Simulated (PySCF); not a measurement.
Bonds (- single, = double, # triple, : aromatic): B1-N2 1.634 Å. B1 carries H3, H4, H5; N2 carries H6, H7, H8. Formal charges: B1 -1, N2 +1.

Geometry: PBE0-D3(BJ)/def2-SVP; GIAO shifts from PySCF 2.14, gas phase, non-relativistic, averaged over equivalent atoms.

At PBE0/IGLO-III (130 basis functions, 3.7 s wall time on 1 thread of an Arm Neoverse V2, shared host):
```
   atoms  δ (ppm)
      B1    -23.8
      N2     33.7
H6/H7/H8     2.55
H3/H4/H5     2.16
```

Referencing at the same level of theory: ¹¹B (σ = 99.94 ppm) against BF3·OEt2; NH3 for ¹⁵N (σ = 260.55 ppm); ¹H (σ = 31.37 ppm) vs TMS.

What do these become at KT3/pcSseg-2?

Results:


```csv
atoms,δ at KT3/pcSseg-2,change
B1,-21.7,+2.1
N2,40.2,+6.5
H6/H7/H8,2.80,+0.25
H3/H4/H5,2.15,-0.01
```

δ = σ(ref) − σ, references computed at the same level: ¹¹B (σref 98.64) against BF3·OEt2; NH3 for ¹⁵N (σref 258.71); ¹H (σref 31.35) vs TMS.

The largest change is at N2 (donor nitrogen of a Lewis adduct). Cost: 156 basis functions, 7.7 s wall time on 1 thread of an Arm Neoverse V1, shared host.

Experimental scales use liquid or dissolved standards, which lie at an offset from isolated NH3 (liquid NH3: subtract about 20 ppm).
